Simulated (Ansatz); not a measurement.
Input file:

```yaml
crystal:
  periodic: [false, false, false]
  atoms:
    - {symbol: N, position_ang: [0.050000, 0.426448, 0.478262]}
    - {symbol: Ga, position_ang: [0.000000, 0.426448, 0.478262]}
    - {symbol: S, position_ang: [0.000000, -0.247562, -1.566231]}
    - {symbol: H, position_ang: [0.000000, -2.120276, 0.433493]}
basis:
  gaussian: {orbitals: 6-31G}
total_charge: 1
magnetization: {spin_polarized: false, initial_magnetization: 2}
correlation: {method: sc_nevpt2, electrons: valence, active_space: {window: {electrons: 6, orbitals: 5}, states: [{multiplicity: 3, weights: [1, 1, 1]}]}}
accuracy: high
```

```sh
$ ansatz run in.yaml --threads 1 --pin off --events-out ev --progress --plain --max-ram 2393MiB
```

(1) What does the program do with this input?

Answers

(1) Converged. The input was made wrong on purpose (atoms on top of each other), so the run isn't a sound calculation of what was asked.
```
931 factors; integrals over basis functions are off by at most 3.9e-9 eV
mean field evaluation 1: about -21657.8229 eV, gradient 1.4e2 eV
mean field evaluation 2: about -21658.3926 eV, gradient 1.4e2 eV
mean field evaluation 4: about -21667.4325 eV, gradient 1.7e1 eV
mean field evaluation 8: about -21668.7973 eV, gradient 3.6e-1 eV
mean field evaluation 16: about -21668.7994 eV, gradient 3.2e-1 eV
mean field evaluation 32: about -21668.7312 eV, gradient 1.6e0 eV
mean field evaluation 64: about -21668.7973 eV, gradient 3.6e-1 eV
mean field -21668.80040254 eV, -796.3137271530 hartree, gradient 2.2e-8 eV, S^2 2.000000; 9 other end points of the search recorded, 0 dependent functions left out
reference -21668.80040254 eV, -796.3137271530 hartree; 28, 26 occupied and 25, 27 virtual orbitals, 931 factors
state -21668.90405088 eV, -796.3175361592 hartree
state -21667.99572974 eV, -796.2841559731 hartree
state -21667.74543344 eV, -796.2749577536 hartree
state -21668.90405088 eV, -796.3175361592 hartree; corrected -21671.78359920 eV, -796.4233576083 hartree
state -21667.99572974 eV, -796.2841559731 hartree; corrected -21670.80495835 eV, -796.3873932201 hartree
state -21667.74543344 eV, -796.2749577536 hartree; corrected -21670.63792113 eV, -796.3812547156 hartree
Total energy: -21671.07549289 eV, -796.3973351813 hartree
```
The total printed last is the weighted mean of the 3 states, 0.708 eV above the lowest of them, and is no single state's energy.
